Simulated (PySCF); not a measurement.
## How good is the calculation?

Structure with atom numbers: `[cH:1]1[cH:2][cH:3][cH:4][cH:5][cH:6]1`; H(Xn) means a hydrogen on atom n.

The experiment to reproduce: δ $^{1}$H H(C1)/H(C2)/H(C3)/H(C4)/H(C5)/H(C6) 7.21 ppm (measured; solution, n-hexane; Shapiro, Mohrmann, J. Phys. Chem. Ref. Data 1977, 6, 919).
δ $^{13}$C C1/C2/C3/C4/C5/C6 128.4 ppm (measured; solution, C6D5Cl, 298 K; Fulmer et al., Organometallics 2010, 29, 2176). Coupling constants: $^{1}J$(C1,H(C1)) 159.0 Hz, $^{1}J$(C1,H(C1)) 157.7 Hz, $^{1}J$(C1,C2) 56.2 Hz, $^{1}J$(C1,C2) 55.8 Hz, $^{2}J$(C1,C3) -2.5 Hz, $^{3}J$(C1,C4) 10.1 Hz, $^{1}J$(C1,H(C1)) 158.3 Hz, $^{2}J$(C1,H(C2)) 1.0 Hz, $^{3}J$(C1,H(C3)) 7.6 Hz, $^{4}J$(C1,H(C4)) -1.2 Hz.

PySCF calculation with σ from GIAO-PBE0/pcSseg-1, couplings computed with B3LYP/pcJ-1 (without the spin–dipole term) and coordinates at the GFN2-xTB level; fast rotation and ring inversion assumed for equivalent nuclei, non-relativistic Hamiltonian, a single conformation, no solvent.

Question: What does the calculation give, and how does it compare?

Answer: 
Reference values: measured (solution, n-hexane; Shapiro, Mohrmann, J. Phys. Chem. Ref. Data 1977, 6, 919).
```json
{"atoms": "H(C1)/H(C2)/H(C3)/H(C4)/H(C5)/H(C6)", "quantity": "δ $^{1}$H", "reference": "7.21", "computed": "7.66", "computed, scaled": "7.31"}
```

Reference values: measured (solution, C6D5Cl, 298 K; Fulmer et al., Organometallics 2010, 29, 2176).
```json
{"atoms": "C1/C2/C3/C4/C5/C6", "quantity": "δ $^{13}$C", "reference": "128.4", "computed": "133.9", "computed, scaled": "128.3"}
```

Computed shifts are σ(ref) − σ with the named reference compound (TMS for H and C) calculated as an isolated molecule at the same level. The measured values may be among those fitted. Scaled to experiment by linear calibration (H and C: mostly CDCl3 data, vs TMS): $^{13}$C: δ = 179.97 − 0.974σ (rms 2.1 ppm, 958 shifts, 2.3 ppm with the 13 outliers that the fit left out); $^{1}$H: δ = 30.01 − 0.943σ (rms 0.17 ppm, 504 shifts, 0.18 ppm with the 4 outliers that the fit left out). A few per cent of atoms miss by over 2 rms, more outside the fitted compound classes.

Coupling constants in Hz:
```tsv
coupling	reference	computed	source
$^{1}J$(C1,H(C1))	159.0	163.3	measured; liquid or solution (compiled); Buevich, Sauri, Parella, De Tommasi, Bifulco, Williamson, Martin, Chem. Commun. 2019 (ESI)
$^{1}J$(C1,H(C1))	157.7	163.3	measured; liquid or solution (compiled); Cremer, Kraka, Wu, Luettke, ChemPhysChem 2004, 5, 349
$^{1}J$(C1,C2)	56.2	62.1	measured; liquid or solution (compiled); Cremer, Kraka, Wu, Luettke, ChemPhysChem 2004, 5, 349
$^{1}J$(C1,C2)	55.8	62.1	measured; Green and Yates, arXiv:1403.0524 (values compiled by Lantto, Vaara, Helgaker 2002)
$^{2}J$(C1,C3)	-2.5	-1.1	measured; Green and Yates, arXiv:1403.0524 (values compiled by Lantto, Vaara, Helgaker 2002)
$^{3}J$(C1,C4)	10.1	9.0	measured; Green and Yates, arXiv:1403.0524 (values compiled by Lantto, Vaara, Helgaker 2002)
$^{1}J$(C1,H(C1))	158.3	163.3	measured; Green and Yates, arXiv:1403.0524 (values compiled by Lantto, Vaara, Helgaker 2002)
$^{2}J$(C1,H(C2))	1.0	1.4	measured; Green and Yates, arXiv:1403.0524 (values compiled by Lantto, Vaara, Helgaker 2002)
$^{3}J$(C1,H(C3))	7.6	7.9	measured; Green and Yates, arXiv:1403.0524 (values compiled by Lantto, Vaara, Helgaker 2002)
$^{4}J$(C1,H(C4))	-1.2	-1.3	measured; Green and Yates, arXiv:1403.0524 (values compiled by Lantto, Vaara, Helgaker 2002)
```

12 of the 65 published NMR values on file for this molecule are compared. The rest: values from further sources, protons in aromatic solvents, values whose atom or origin is in doubt.
